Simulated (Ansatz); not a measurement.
The input, for Ansatz 0.2.0:

```yaml
crystal:
  periodic: [false, false, false]
  atoms:
    - {symbol: H, position_ang: [-2.715233, 0.054876, 0.000000]}
    - {symbol: H, position_ang: [-1.787233, 0.054876, 0.000000]}
    - {symbol: Si, position_ang: [0.109767, 0.054876, 0.000000]}
    - {symbol: H, position_ang: [0.721947, -0.819409, 1.090012]}
    - {symbol: H, position_ang: [0.721947, -0.819409, -1.090012]}
basis:
  gaussian: {orbitals: def2-SVPD}
magnetization: {spin_polarized: false}
correlation: {method: bccd_t, electrons: outside_noble_gas}
```

```sh
$ ansatz run in.yaml --threads 1 --pin off --events-out ev --progress --plain --max-ram 2393MiB
```

(1) Roughly how long does this take on 1 thread of Intel Xeon 6975P-C, shared host, and how much host memory?

```
548 factors; integrals over basis functions are off by at most 1.1e-3 eV
mean field evaluation 1: about -7918.5224 eV, gradient 8.8e0 eV
mean field evaluation 2: about -7918.5223 eV, gradient 8.8e0 eV
mean field evaluation 4: about -7919.0089 eV, gradient 5.3e-1 eV
mean field evaluation 8: about -7919.0119 eV, gradient 6.3e-4 eV
mean field evaluation 16: about -7919.0119 eV, gradient 1.2e-6 eV
mean field -7919.01194427 eV, -291.0183212530 hartree, gradient 1.2e-6 eV, S^2 0.000000; 0 other end points of the search recorded, 0 dependent functions left out; unrestricted orbitals would lower it
5 core orbitals not correlated: weight in the atoms' cores, before any rotation towards them, 1.000 or more for the frozen orbitals, at most 0.000 for the correlated occupied ones
reference -7919.01194427 eV, -291.0183212530 hartree; 4, 4 occupied and 47, 47 virtual orbitals, 548 factors
second order -3.54330635 eV of doubles, -0.00000000 eV of singles
cycle   1  -4.25239998 eV  change   -7.1e-1 eV  update   7.3e-2
cycle   2  -4.55135416 eV  change   -3.0e-1 eV  update   3.2e-2
cycle   3  -4.56844972 eV  change   -1.7e-2 eV  update   1.2e-2
cycle   4  -4.56923262 eV  change   -7.8e-4 eV  update   5.4e-3
cycle   5  -4.56954167 eV  change   -3.1e-4 eV  update   2.1e-3
cycle   6  -4.56920866 eV  change    3.3e-4 eV  update   8.3e-4
cycle   7  -4.56937853 eV  change   -1.7e-4 eV  update   4.0e-4
cycle   8  -4.56951505 eV  change   -1.4e-4 eV  update   2.1e-4
cycle   9  -4.56942091 eV  change    9.4e-5 eV  update   1.0e-4
cycle  10  -4.56941865 eV  change    2.3e-6 eV  update   4.9e-5
cycle  11  -4.56942256 eV  change   -3.9e-6 eV  update   1.8e-5
cycle  12  -4.56942203 eV  change    5.4e-7 eV  update   5.6e-6
perturbative correction -0.11937594 eV, -0.0043869849 hartree
Total energy: -7923.70074224 eV, -291.1906314001 hartree
```

## Answers

(1) 0.66 s wall and 0.14 GiB.
